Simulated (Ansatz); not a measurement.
# CH₄ (triplet): from Hartree-Fock to the top rungs at distance H1–H2 along a hydrogen transfer = 0.996 Å, cc-pVDZ

How much of the correlation energy of CH₄ (triplet) does each wave-function method recover here?

Program: Ansatz 0.2.0, Gaussian basis. Level of theory: cc-pVDZ, core rule «outside noble gas», up to 1 orbitals frozen. These are calculated values, not measurements.

To be run: UHF; CCSD(T) on ROHF; CCSD(T) on UHF; BCCD(T) on ROHF; CISD; CCSDT(Q) on ROHF; CCSDT(Q) on UHF; CISDTQ; CCSDTQ on ROHF; CCSDTQ on UHF; CASSCF and MRCISD+Q, 4 electrons in 4 orbitals; CASSCF and NEVPT2, 4 electrons in 4 orbitals; CASSCF and MRCISD+Q, 8 electrons in 8 orbitals; CASSCF and NEVPT2, 8 electrons in 8 orbitals; Full CI.

**1. The geometry**

The geometry derives from fragments relaxed apart (PBE0/def2-TZVP) and kept rigid, so it is no stationary point. A hydrogen atom is moved between rigid fragments.

5 atoms, charge 0, spin multiplicity 3.

Atoms are counted from 1 here; the program's logs count them from 0.

Bond lengths: H2–C3 1.132 Å, C3–H4 1.079 Å, C3–H5 1.079 Å. Angles: H2–C3–H4 112.6°, H2–C3–H5 112.6°, H4–C3–H5 134.8°.

**2. UHF**

Contents of in.yaml:

```yaml
crystal:
  periodic: [false, false, false]
  atoms:
    - {symbol: H, position_ang: [-1.975257, 0.000000, 0.000000]}
    - {symbol: H, position_ang: [-0.979257, 0.000000, 0.000000]}
    - {symbol: C, position_ang: [0.152743, 0.000000, 0.000000]}
    - {symbol: H, position_ang: [0.567211, 0.000000, 0.996161]}
    - {symbol: H, position_ang: [0.567211, 0.000000, -0.996161]}
basis:
  gaussian: {orbitals: cc-pVDZ}
magnetization: {spin_polarized: true, initial_magnetization: 2}
hamiltonian: {xc: hf}
output: {orbitals: {seedname: orbitals}}
```

Started as:

```console
$ ansatz run in.yaml --threads 1 --pin off --events-out ev --progress --plain --max-ram 2764MiB --backend cpu
```

The runs that follow: CCSD(T) on ROHF; CCSD(T) on UHF; BCCD(T) on ROHF; CISD; CCSDT(Q) on ROHF; CCSDT(Q) on UHF; CISDTQ; CCSDTQ on ROHF; CCSDTQ on UHF; CASSCF and MRCISD+Q, 4 electrons in 4 orbitals; CASSCF and NEVPT2, 4 electrons in 4 orbitals; CASSCF and MRCISD+Q, 8 electrons in 8 orbitals; CASSCF and NEVPT2, 8 electrons in 8 orbitals; Full CI.

Q: Predict the results of all the runs planned. Wanted: FCI below the RHF energy; RMP2 from FCI; UMP2 from FCI; RCCSD from FCI; RCCSD(T) from FCI; UCCSD(T) from FCI; RCCSDT(Q) from FCI; UCCSDT(Q) from FCI; NEVPT2 pair from FCI.

**Answer**, as computed:

```
                         quantity                                                                                                                         value
         FCI below the RHF energy                                                                                                                    -4.7236 eV
                    RMP2 from FCI                                                                                                                    +787.1 meV
                    UMP2 from FCI                                                                                                                    +799.4 meV
                   RCCSD from FCI                                                                                                                    +104.1 meV
                RCCSD(T) from FCI                                                                                                                     +17.3 meV
                UCCSD(T) from FCI                                                                                                                     +17.0 meV
               RCCSDT(Q) from FCI                                                                                                                      +0.3 meV
               UCCSDT(Q) from FCI                                                                                                                      -0.3 meV
             NEVPT2 pair from FCI                                                                                                                    +769.7 meV
           MRCISD+Q pair from FCI                                                                                                                     +11.7 meV
          NEVPT2 valence from FCI                                                                                                                    +688.5 meV
levels within 1 kcal/mol (43 meV)  RCCSD(T), UCCSD(T), BCCD(T), RCCSDT, UCCSDT, CISDTQ, RCCSDT(Q), UCCSDT(Q), RCCSDTQ, UCCSDTQ, MRCISD+Q pair, MRCISD+Q valence
                    T1 diagnostic                                                                                                                         0.023
   effectively unpaired electrons                                                                                                                          2.03
```

In words: RCCSD(T) misses by +17.3 meV, 0.4 % of the correlation energy. One determinant dominates. Of the multireference levels listed MRCISD+Q valence comes nearest in total energy (+9.2 meV), which doesn't show that its space is the better one. These misses are within one basis, not against nature; the frozen cores of restricted and unrestricted runs differ, which can shift their rows.
